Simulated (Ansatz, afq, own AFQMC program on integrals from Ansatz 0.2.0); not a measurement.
AFQMC on a folder of integrals that Ansatz 0.2.0 wrote.

```yaml
crystal:
  periodic: [false, false, false]
  atoms:
    - {symbol: Si, position_ang: [-0.147747, 0.000000, 1.076139]}
    - {symbol: N, position_ang: [0.220045, 0.000000, -2.021100]}
    - {symbol: H, position_ang: [0.522056, -1.226824, 1.601823]}
    - {symbol: H, position_ang: [0.522056, 1.226824, 1.601823]}
    - {symbol: H, position_ang: [0.007462, -0.830073, -2.551760]}
    - {symbol: H, position_ang: [0.007462, 0.830073, -2.551760]}
basis:
  gaussian: {orbitals: 6-31G}
magnetization: {spin_polarized: false, initial_magnetization: 1}
correlation: {method: ccsd_t, electrons: outside_noble_gas, hamiltonian_folder: ham}
```

```sh
$ ansatz run in.yaml --threads 1 --pin off --events-out ev --progress --plain --max-ram 1382MiB
```

Options of the walk:

```
--method phaseless --trial cisd --walkers 70 --populations 1 --least-time 40 --time-step 0.005 --steps-per-block 50 --equilibration-blocks 40 --max-blocks 300 --target-error 0.00086 --factor-cut 1e-05 --start spin_pure --seed 94 --release-times 0.24,0.51,0.99,1.62,2.4 --release-step 0.03 --release-every 4 --taylor-order 6
```

Times are imaginary, in 1/Eh. The walk had a cap of 512 s.

Output of the walk:

```
orbitals 24  electrons 7 6  factors 151 of 400
reference energy -345.49902689 Eh
CCSD correlation -0.16751518 Eh in 24 cycles, weight of the determinant in the CISD state 0.8849
energy of the start -345.666542 Eh
 block  time / (1/Eh)  mean weight  energy / Eh
     1     0.250  0.9991  -345.664602
     2     0.500  0.9985  -345.665759
     3     0.750  0.9996  -345.664926
     4     1.000  0.9988  -345.666670
     5     1.250  1.0005  -345.667143
     9     2.250  1.0002  -345.665899
    21     5.250  0.9996  -345.669204
    41    10.250  1.0013  -345.670182
    61    15.250  1.0002  -345.678444
    76    19.000  0.9984  -345.678633
    81    20.250  1.0010  -345.673644
   101    25.250  1.0000  -345.666950
   121    30.250  1.0000  -345.667938
   141    35.250  1.0017  -345.665320
   146    36.500  1.0004  -345.664174
   161    40.250  1.0000  -345.668004
   181    45.250  0.9981  -345.669336
   196    49.000  1.0001  -345.665178
blocks merged  error / Eh  count
     1  0.000282  160
     2  0.000337  80
     4  0.000384  40
     8  0.000344  20
    16  0.000276  10
released: time / (1/Eh)  energy / Eh  error  mean overlap
  0.24  -345.669302  0.000614  1.0102
  0.51  -345.670126  0.000595  1.0017
  0.99  -345.670094  0.000601  0.9810
  1.62  -345.669916  0.000561  0.9591
  2.40  -345.669253  0.000819  0.9447
energy -345.669494 +/- 0.000384 Eh
(rows thinned)
```

The run passed its tests (sampling time, drift between the halves within three errors, error under three times the target), which doesn't prove that it has relaxed.

Against this walk (error 10.4 meV) on the same determinant: CCSD(T) 24.8 meV higher, CCSDT(Q) 3.3 meV lower (within the noise). The error is statistical and leaves out the bias of the constraint. Released to 1.62 1/Eh the energy moves by -11 ± 18 meV (both errors), within twice the noise.

Cautions: constraint bias not in the error; higher spins were not checked; a spin-contaminated unrestricted determinant lies lower (UHF 157 meV lower, ⟨S²⟩ 1.14).

The walk took 2.1 min on 1 thread of Arm Neoverse V1 (shared host). The log's last line is the phaseless energy.

CCSDT and higher add their correlation energy to the determinant of the CCSD(T) run, since their own runs factorise the integrals more tightly (a shift of under 2 meV). A walk keeps the symmetry of its determinant, which the program's search chose and which needn't be the lowest solution, so a lower state of the same spin and another symmetry isn't excluded.
